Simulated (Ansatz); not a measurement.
Rock-salt BaO: TA phonon frequency at L by level of theory

No measured value is used here.

```tsv
level (code)	value (cm⁻¹)	cell (Å³/atom)
LDA (Ansatz)	62	20.06
PBE (Ansatz)	55	21.65
HSE06 (Ansatz)	[?]	21.16
LC-ωPBE (Ansatz)	64	21.10
Hartree–Fock (Ansatz)	61	22.38
```

Problem. Fill in the missing entries.

Solution. 
- HSE06 (Ansatz, a program for electronic structure), value (cm⁻¹): 58

Each level is taken at its own relaxed cell. Ansatz's density-functional and Hartree–Fock values are scalar-relativistic unless marked +SOC, with PAW data made under PBE.
